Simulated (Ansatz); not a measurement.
Relaxation of BH5O2 (8 atoms, charge 0, multiplicity 1), to a largest force component of 0.03 eV/Å in at most 50 steps.

Level of theory: RKS PBE/def2-SVP in Ansatz 0.2.0.

```xyz
8
Properties=species:S:1:pos:R:3
B 0.098 0.357 -0.368
O -0.085 -0.038 2.205
H -1.063 -0.041 2.197
O 1.350 -0.020 -0.739
H 1.383 -0.929 -1.087
H -0.884 -0.331 -0.596
H 0.009 1.479 0.062
H 0.115 0.851 1.812
```

Where does it end, and by what steps?

The forces met the threshold. After 31 steps the energy has fallen by 0.131 eV; H8 moved furthest, 1.02 Å.

```
step  energy less start (eV)  largest force component (eV/Å)  accepted
   0                  0.0000                           0.517       yes
   2                 -0.0171                           0.975       yes
   4                 -0.0555                           0.298       yes
   6                 -0.0896                           0.636       yes
   8                 -0.0986                           0.154       yes
  10                 -0.1017                           0.047       yes
  12                 -0.1035                           0.128       yes
  14                 -0.0987                           0.204        no
  16                 -0.1057                           0.033       yes
  18                 -0.1014                           0.651        no
  20                 -0.1117                           0.205       yes
  22                 -0.1151                           0.267       yes
  24                 -0.1207                           0.286        no
  26                 -0.1264                           0.094        no
  28                 -0.1302                           0.091       yes
  30                 -0.1312                           0.034       yes
  31                 -0.1313                           0.028       yes
```

```xyz
8
Properties=species:S:1:pos:R:3
B -0.120 0.305 -0.212
O -0.341 -0.085 1.668
H -0.681 0.766 2.008
O 1.274 0.170 -0.311
H 1.516 -0.713 -0.637
H -0.845 -0.554 -0.698
H -0.507 1.468 -0.155
H 0.627 -0.028 1.821
```

Whether the end is a true minimum wasn't checked by a vibrational analysis.

Time of the run: 30 s on 1 thread of Intel(R) Xeon(R) Platinum 8375C CPU @ 2.90GHz (Ice Lake), with other jobs on the host, peak memory 0.12 GiB.
